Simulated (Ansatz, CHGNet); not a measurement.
For 2H WSe2, the machine-learned potential CHGNet-r²SCAN (trained on r²SCAN data) gives:

```
Property                            Value
-------------------------  --------------
lattice parameter a               3.321 Å
c axis length                    13.760 Å
elastic constant C11              129 GPa
elastic constant C44             1.00 GPa
polycrystal shear modulus        9.28 GPa
formation enthalpy         -0.608 eV/atom
```

Task: What does r²SCAN in Ansatz (plane waves, PAW) give for the same quantities?

Result: 
- lattice constant a: 3.315 Å (shrinks by 0.2 %)
- lattice parameter c: 13.717 Å (shrinks by 0.3 %)
- elastic constant C11: 189 GPa (increases by 47 %)
- elastic constant C44: 7.76 GPa (goes up by 680 %)
- Voigt–Reuss–Hill shear modulus: 27.6 GPa (rises by 200 %)
- formation enthalpy: -0.612 eV/atom (moves by -0.004 eV/atom)

For comparison: lattice constant a 3.282 Å (measured, 300 K, not corrected to a static lattice; as tabulated in arXiv:1605.07067); lattice parameter c 12.96 Å (measured, 300 K, not corrected to a static lattice; as tabulated in arXiv:1605.07067).

Changes are worked out from the printed values.

Unless a cell is named, each level is at its own relaxed cell (CHGNet-r²SCAN 21.91, r²SCAN 21.76 Å³/atom).

Levels without +SOC leave out spin–orbit coupling, which shifts energies and cells of such heavy elements.

The crystal itself was run without spin with r²SCAN; a magnetic state was not tried in these runs.

Caveats: an element that serves as reference has a cell well above its measured volume (r²SCAN); for a layered or molecular solid the relaxed cell lies over 5 % above the published volume, where the minimum can be shallow (r²SCAN); the cell comes from a level without a dispersion term, which matters for the spacing of layers, chains or molecules (r²SCAN). Ansatz's density-functional and Hartree–Fock values are scalar-relativistic unless marked +SOC, with PAW data made under PBE.

Ansatz is an electronic-structure program.
